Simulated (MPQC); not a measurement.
**C2H− (SMILES [C-]#C): levels of theory compared**

Wanted: a comparison of 6 runs (HF/3-21G, HF/def2-SVP, HF/DZP (Dunning), BLYP/STO-3G, PBE0/def2-SVP, MP2/def2-TZVP) of C2H−. 

Program for the calculation: MPQC 2.3.1.

5 further runs of the same task are left out: 3 that didn't finish, 2 set aside as unsound or not needed.

## 1. The structure to begin with

C2H− has 3 atoms, charge -1, and is taken as a singlet. SMILES: `[C-]#C`. The shape is that of a PBE0-D4/def2-TZVPD optimisation.

Bond lengths: C1–C2 1.239 Å, C2–H3 1.071 Å. Angles: C1–C2–H3 180.0°.

## 2. Energy and gradient at HF/3-21G (run 1)

Contents of run.in:

```
molecule<Molecule>: (
   symmetry = c1
   unit = bohr
   { atoms geometry } = {
      C  [ 1.18996054     1.69395050     0.84206196 ]
      C  [ -0.05631384    -0.08012439    -0.03949528 ]
      H  [ -1.13364670    -1.61382611    -0.80256669 ]
   }
)
basis<GaussianBasisSet>: (
   name = "3-21G"
   molecule = $:molecule
   basisdir = "."
   puream = yes
)
mpqc: (
   checkpoint = no
   savestate = no
   restart = no
   do_energy = yes
   do_gradient = yes
   optimize = no
   mole<CLHF>: (
      molecule = $:molecule
      basis = $:basis
      total_charge = -1
      memory = 1000000000
      print_evals = yes
      print_npa = yes
      maxiter = 120
      value_accuracy = 1e-08
      guess_wavefunction<CLHF>: (
         molecule = $:molecule
         total_charge = -1
         memory = 1000000000
         value_accuracy = 1e-3
         basis<GaussianBasisSet>: (
            name = "STO-3G"
            molecule = $:molecule
         )
      )
   )
)
```

The basis set 3-21G is read from a file made from the Basis Set Exchange's data (not shown).

Launch:

```sh
$ mpqc -o run.out run.in
```

Output:

```text
MPQC: Massively Parallel Quantum Chemistry
[...]
  LUMO is     8   A =   0.529360
  total scf energy =  -75.7496953593
[...]
Value of the MolecularEnergy:  -75.7496953593
  Gradient of the MolecularEnergy:
      1    0.0056420084
      2    0.0080300316
      3    0.0039787446
      4    0.0004256051
      5    0.0006094823
      6    0.0003329847
      7   -0.0060676136
      8   -0.0086395139
      9   -0.0043117293
  Function Parameters:
    value_accuracy    = 1.909175e-09 (1.000000e-08) (computed)
[...]
      symmetry = c1
[...]
```

It took 0.32 s on 1 thread of Intel Xeon Platinum 8488C (Sapphire Rapids), shared host.

## 3. Energy and gradient at HF/def2-SVP (run 2)

run.in: that of step 2 with these lines changed.

```diff
@@ -1,8 +1,9 @@
+% C2H
 molecule<Molecule>: (
    symmetry = c1
-   unit = bohr
+   unit = angstrom
    { atoms geometry } = {
-      C  [ 1.18996054     1.69395050     0.84206196 ]
-      C  [ -0.05631384    -0.08012439    -0.03949528 ]
-      H  [ -1.13364670    -1.61382611    -0.80256669 ]
+      C  [ 0.629700     0.896400     0.445600 ]
+      C  [ -0.029800    -0.042400    -0.020900 ]
+      H  [ -0.599900    -0.854000    -0.424700 ]
    }
@@ -10,3 +11,3 @@
 basis<GaussianBasisSet>: (
-   name = "3-21G"
+   name = "def2-SVP"
    molecule = $:molecule
@@ -37,3 +38,3 @@
          basis<GaussianBasisSet>: (
-            name = "STO-3G"
+            name = "STO-2G"
             molecule = $:molecule
```

The basis set def2-SVP is read from a file made from the Basis Set Exchange's data (not shown).

Launch:

```sh
$ mpqc run.in > run.out
```

Output:

```text
MPQC: Massively Parallel Quantum Chemistry
[...]
  LUMO is     8   A =   0.405724
  total scf energy =  -76.1318244469
[...]
Value of the MolecularEnergy:  -76.1318244469
  Gradient of the MolecularEnergy:
      1    0.0088565183
      2    0.0126060927
      3    0.0062542812
      4   -0.0078853604
      5   -0.0112221726
      6   -0.0055543684
      7   -0.0009711579
      8   -0.0013839201
      9   -0.0006999128
  Function Parameters:
    value_accuracy    = 4.905351e-09 (1.000000e-08) (computed)
[...]
      symmetry = c1
[...]
```

Wall time 0.44 s (1 thread of Intel Xeon Platinum 8488C (Sapphire Rapids), shared host).

Runs 3 to 5 aren't shown in full; the table further down has their settings and results.

## 4. Energy and forces at MP2/def2-TZVP (run 6)

Contents of job.in:

```
% C2H
molecule<Molecule>: (
    symmetry = c1
    unit = angstrom
    { atoms geometry } = {
        C  [ 0.629700       0.896400       0.445600 ]
        C  [ -0.029800      -0.042400      -0.020900 ]
        H  [ -0.599900      -0.854000      -0.424700 ]
    }
)
basis<GaussianBasisSet>: (
    name = "def2-TZVP"
    molecule = $:molecule
    basisdir = "."
    puream = yes
)
mpqc: (
    checkpoint = no
    savestate = no
    restart = no
    do_energy = yes
    do_gradient = yes
    optimize = no
    mole<MBPT2>: (
        molecule = $:molecule
        basis = $:basis
        memory = 1000000000
        method = mp
        nfzc = 2
        reference<CLHF>: (
            molecule = $:molecule
            basis = $:basis
            total_charge = -1
            memory = 1000000000
            print_evals = yes
            maxiter = 120
            value_accuracy = 1e-08
            guess_wavefunction<ExtendedHuckelWfn>: (
                molecule = $:molecule
                total_charge = -1
                multiplicity = 1
                basis<GaussianBasisSet>: (
                    name = "STO-3G"
                    molecule = $:molecule
                )
            )
        )
    )
)
```

The basis set def2-TZVP is read from a file made from the Basis Set Exchange's data (not shown).

Launch:

```sh
$ mpqc job.in > job.out
```

Output:

```text
MPQC: Massively Parallel Quantum Chemistry
[...]
  CLSCF::init: total charge = -1
[...]
  nbasis = 68
[...]
  iter     1 energy =  -75.6707279131 delta = 5.10877e-02
[...]
  LUMO is     8   A =   0.345812
  total scf energy =  -76.2317396107
[...]
  MP2 correlation energy [au]:         -0.308300511518
  MP2 energy [au]:                    -76.540040122199
[...]
Value of the MolecularEnergy:  -76.5400401222
  Gradient of the MolecularEnergy:
      1   -0.0125459372
      2   -0.0178600303
      3   -0.0088819414
      4    0.0126472776
      5    0.0180052895
      6    0.0089624241
      7   -0.0001013404
      8   -0.0001452593
      9   -0.0000804827
[...]
        symmetry = c1
[...]
```

Wall time 10 s (1 thread of Intel Xeon Platinum 8488C (Sapphire Rapids), shared host); peak memory 0.49 GiB.

## 5. The series

```csv
run,level,starting guess,task,energy (Eh),HOMO energy (eV),LUMO energy (eV),HOMO–LUMO gap (eV),wall time
1,HF/3-21G,STO-3G,gradient,-75.749695,-2.27,14.40,16.67,0.32 s
2,HF/def2-SVP,STO-2G,gradient,-76.131824,-2.79,11.04,13.83,0.44 s
3,HF/DZP (Dunning),MINI (Huzinaga),frequencies,-76.207524,-2.97,12.05,15.02,2.5 s
4,BLYP/STO-3G,STO-3G,gradient,-75.539886,7.56,15.29,7.73,1.1 s
5,PBE0/def2-SVP,MINI (Huzinaga),gradient,-76.538370,0.17,8.27,8.10,4.8 s
6,MP2/def2-TZVP,huckel STO-3G,gradient,-76.540040,-3.25,9.41,12.66,10 s
```

## 6. Outcome

| quantity | value |
| --- | --- |
| run 6: total energy | -76.54004 Eh |
| run 6: HOMO energy (Hartree–Fock orbitals) | -3.25 eV |
| run 6: LUMO energy (Hartree–Fock orbitals) | 9.41 eV |
| run 6: HOMO–LUMO gap (to an unbound level, set by the basis) | 12.66 eV |
| run 6: correlation energy (2 core orbitals frozen) | -308.3 mEh |
| run 6: largest force on an atom | 1.222 eV/Å |

What this shows: Over runs 1, 2, 3, 4, 5 the HOMO–LUMO gap runs from 7.73 eV (BLYP/STO-3G) to 16.67 eV (HF/3-21G). The two ends differ in method and basis. The empty levels of an anion lie above zero and hang on the basis. Totals of different functionals can't be ranked against each other. In runs 4, 5 the HOMO lies above zero, so the outermost electron may be held by the basis alone. In run 4 the basis is minimal, so the values are rough. All runs together took 19 s, the longest 10 s.
